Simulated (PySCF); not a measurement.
C3H4ClFO.
Cartesian coordinates in Å at the GFN2-xTB level; atoms count from 1:
```
atom  x, y, z in Å
F1    -0.5705    0.5583    1.6990
C2    -0.3666    0.5028    0.3556
Cl3   -1.1741    1.9026   -0.3665
C4     1.0827    0.2583   -0.0631
O5     0.7142   -0.9797   -0.6709
C6    -0.6535   -0.8569   -0.2809
H7     1.7641    0.1225    0.7810
H8     1.4976    0.9683   -0.7805
H9    -0.9529   -1.6232    0.4393
H10   -1.3320   -0.8481   -1.1355
```

Computed, not measured: TDDFT CAM-B3LYP/def2-SVPD, vertical, gas phase, core orbitals frozen in the response (PySCF).

Transition dipole moments from the ground state, in atomic units and in the frame of the coordinates above (overall signs are arbitrary), for the states with f of 0.002 or more among the lowest 8:

| state | E (eV) | μx | μy | μz |
| --- | --- | --- | --- | --- |
| S2 | 7.425 | -0.070 | 0.106 | 0.007 |
| S4 | 7.923 | 0.096 | -0.182 | 0.169 |
| S5 | 8.027 | -0.042 | 0.104 | -0.200 |
| S6 | 8.463 | -0.216 | -0.138 | -0.026 |
| S8 | 8.897 | 0.200 | -0.226 | -0.416 |

(1) Work out the oscillator strengths.

(2) What is the point group, and which symmetry does each of these states have?

(3) Which bond between heavy atoms lies closest to the direction of the S8 transition dipole?

(4) What angle do the transition dipoles of S5 and S8 make?

(5) What peak molar absorption coefficient would the strongest computed level give as a lone Gaussian band 0.3 eV wide at half height?

Answers

(1) f = (2/3) ΔE |μ|² with ΔE in hartree (27.2114 eV).

```csv
state,|μ|² (au),|μ| (D),f
S2,0.016,0.32,0.003
S4,0.071,0.68,0.014
S5,0.053,0.58,0.010
S6,0.067,0.66,0.014
S8,0.265,1.31,0.058
```

(2) Cs. From a totally symmetric ground state, an allowed state transforms like the component of the dipole operator along its μ. Polarised normal to the mirror plane, so A″: S6. Polarised in the mirror plane, so A′: S2, S4, S5 and S8.

(3) F1–C2, at 29° from it; next C2–C4 and C2–C6 at 49°.

(4) |cos θ| = |μa·μb| / (|μa| |μb|) = 0.43, so θ ≈ 64° (taken between 0 and 90°, since the signs are arbitrary).

(5) ε(max) = 2.175×10⁸ f / FWHM, with the width in cm⁻¹. S8: 2.175×10⁸ × 0.0577 / 2420 ≈ 5200 L mol⁻¹ cm⁻¹.

Without π bonds the low states may be Rydberg-like; a valence basis with one diffuse set may place them up to an eV too high.
